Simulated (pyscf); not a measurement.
Thermochemistry of product channels of HO–Ti(F)(F)–F + hydrogen (H₂) on the singlet surface, in kcal/mol, from ωB97M-D3(BJ)/def2-TZVP energies (ideal gas, 1 atm, RRHO with modes under 100 cm⁻¹ raised to 100, one conformer, R ln 2 for chiral ones without a mode under 150 cm⁻¹). Single points on ωB97X-D3(BJ)/def2-SVP structures (PySCF, gas phase).

```json
[
 {"products": "water (H₂O) + F–TiH(F)–F", "ΔE": "+32.1", "ΔH(298 K)": "+34.7", "ΔG(600 K)": "+33.8", "ΔG(900 K)": "+34.2"},
 {"products": "HO–TiH(F)–F + hydrogen fluoride (HF)", "ΔE": "+41.6", "ΔH(298 K)": "+43.3", "ΔG(600 K)": "+40.1", "ΔG(900 K)": "+38.9"}
]
```

These are energies of the channels, which say nothing of barriers.
